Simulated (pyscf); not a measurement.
Structures and frequencies: ωB97X-D3(BJ)/def2-SVP in PySCF.

Q: For the elementary gas-phase step H₃Si–SiH₂–SiH₂–SiH₃ (SMILES [SiH3][SiH2][SiH2][SiH3]) → H₃Si–SiH=SiH–SiH₃ (SMILES [SiH3][SiH]=[SiH][SiH3]) + H₂ (SMILES [H][H]) (singlet surface; H–Si, H–Si broken, H–H formed), what barrier and reaction energy does ωB97M-D3(BJ)/def2-TZVP give, measured from the reactant's lowest minimum found?

A: ΔE‡ = 73.6 kcal/mol, ΔE = +48.5 kcal/mol. Zero-point energy shifts the barrier by -2.2 kcal/mol. It is an elimination, with an imaginary mode of 1113i cm⁻¹. At the saddle there is also a short H–Si contact that neither side keeps. H₃Si–SiH=SiH–SiH₃ lies 29.7 kcal/mol over its isomer cyclic H₈Si₄ (SMILES [SiH2]1[SiH2][SiH2][SiH2]1), and others may lie lower still (electronic energy, ωB97M-D3(BJ)). This is the saddle that the search found; another between the same sides may lie lower.
